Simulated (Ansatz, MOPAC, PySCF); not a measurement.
Molecule: CH₃O₂ (charge +1, singlet). SMILES: C(O)=[OH+]
Geometry from a B3LYP-D3(BJ)/def2-TZVP (Ansatz, a first-principles code) optimisation:
```xyz
6

O     -1.0530    -0.4395    -0.1143
C     -0.1186     0.4143    -0.0448
O      1.1188     0.2095     0.1392
H     -0.8259    -1.3865    -0.0179
H     -0.4163     1.4547    -0.1573
H      1.4268    -0.7134     0.2450
```
Charge +1, spin multiplicity 1.

Unscaled harmonic wavenumbers (cm⁻¹) in rising order, each level at the stationary point that it reaches from this structure (no distance between atoms moves by over 0.3 Å); the order of modes can differ between levels, and a negative number is imaginary. B3LYP-D3(BJ)/def2-TZVP (PySCF, at the structure above): 621, 622, 743, 1100, 1104, 1175, 1405, 1446, 1664, 3193, 3619, 3637.

AM1 (MOPAC): 551, 586, 626, 997, 1142, 1319, 1352, 1589, 1827, 3011, 3229, 3250. Zero-point energy 27.8 against 29.1 kcal/mol; where all levels lie over 400 cm⁻¹, the wavenumbers are on average 0.968 times those of B3LYP-D3(BJ)/def2-TZVP.

PM7 (MOPAC): 503, 559, 577, 941, 943, 977, 1199, 1423, 1607, 2515, 2589, 2649. Zero-point energy 23.6 against 29.1 kcal/mol; where all levels lie over 400 cm⁻¹, the wavenumbers are on average 0.838 times those of B3LYP-D3(BJ)/def2-TZVP.

HF/6-31G* (Ansatz): 636, 670, 789, 1183, 1228, 1296, 1516, 1581, 1827, 3462, 3924, 3949. Zero-point energy 31.5 against 29.1 kcal/mol; where all levels lie over 400 cm⁻¹, the wavenumbers are on average 1.081 times those of B3LYP-D3(BJ)/def2-TZVP.

B3LYP/6-31G* (Ansatz): 616, 627, 742, 1099, 1100, 1185, 1412, 1455, 1692, 3253, 3590, 3610. Zero-point energy 29.1 against 29.1 kcal/mol; where all levels lie over 400 cm⁻¹, the wavenumbers are on average 1.003 times those of B3LYP-D3(BJ)/def2-TZVP.
